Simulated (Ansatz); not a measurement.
Isolated molecules relaxed with PBE0-D4/def2-TZVP in Ansatz; ΔE leaves out vibrations. CCSD(T)/CBS adds triple-zeta CCSD(T) − MP2 to the extrapolated MP2 energy (def2 sets, frozen cores). This one scheme is used for every species. DFT in def2-TZVPP. B3LYP here is the variant with VWN-RPA as its local correlation; programs differ in this. HSE06 is defined as in plane-wave codes. Each species was taken in one conformer, which may not be the lowest.

Consider the hydrogenolysis of a C–O bond: `NC(F)CO` + H₂ → `CC(N)F` + H₂O.

```
             level  ΔE (kJ/mol)  difference from CCSD(T)/CBS
       LDA (SPW92)        -89.3                         16.2
            PBE-D4        -95.0                         10.5
         revPBE-D4        -91.5                         14.0
           BLYP-D4        -92.6                         12.9
            B97M-V       -101.8                          3.7
           PBE0-D4       -100.9                          4.6
          B3LYP-D4        -98.0                          7.5
        r2SCANh-D4        -98.4                          7.1
        r2SCAN0-D4       -101.2                          4.3
          HSE06-D4       -101.1                          4.4
          BHLYP-D4       -102.8                          2.7
      CAM-B3LYP-D4        -98.1                          7.4
           ωB97X-V        -95.8                          9.7
           ωB97M-V        -98.3                          7.2
            B2PLYP       -103.2                          2.3
          PBE-QIDH       -105.1                          0.4
               PBE        -98.4                          7.1
            revPBE       -102.2                          3.3
              BLYP        -99.9                          5.6
              PBE0       -103.7                          1.8
             B3LYP       -103.3                          2.2
           r2SCANh        -99.3                          6.2
           r2SCAN0       -102.2                          3.3
             BHLYP       -106.4                         -0.9
         CAM-B3LYP       -100.9                          4.6
           LC-ωPBE       -103.3                          2.2
RPA@PBE/def2-TZVPP        -96.1                          9.4
       HF/def2-SVP       -100.5                          5.0
      MP2/def2-SVP        -89.8                         15.7
     CCSD/def2-SVP        -90.9                         14.6
     HF/def2-TZVPP       -111.3                         -5.8
    MP2/def2-TZVPP       -104.6                          0.9
SCS-MP2/def2-TZVPP       -103.3                          2.2
   CCSD/def2-TZVPP       -105.6                         -0.1
CCSD(T)/def2-TZVPP       -101.9                          3.6
     HF/def2-QZVPP       -112.4                         -6.9
    MP2/def2-QZVPP       -107.1                         -1.6
      HF/CBS(def2)       -112.6                         -7.1
     MP2/CBS(def2)       -108.2                         -2.7
    CCSD/CBS(def2)       -109.2                         -3.7
       CCSD(T)/CBS       -105.5                            0
```

(1) What do rigid-rotor, harmonic-oscillator terms from PBE0-D4/def2-TZVP frequencies (298.15 K, 1 bar) make of the CCSD(T)/CBS value? (Best estimate.)

Largest T1 diagnostic among the species: 0.011.

## Answers

(1) Ansatz gave: ΔZPE = +14.9 kJ/mol, ΔH = -91.5 kJ/mol, ΔS = 36 J/(mol·K), ΔG = -102.4 kJ/mol.

From r2SCAN to r2SCAN0 (25 % exact exchange), in def2-TZVPP and without D4, ΔE moves by −5.1 kJ/mol. At CCSD(T), def2-SVP lies +18.2 kJ/mol from the extrapolated value and def2-TZVPP +3.6 kJ/mol. In def2-TZVPP, CCSD(T) changes the Hartree–Fock value by +9.4 kJ/mol (the triples alone add +3.6 kJ/mol) and MP2 by +6.7 kJ/mol.
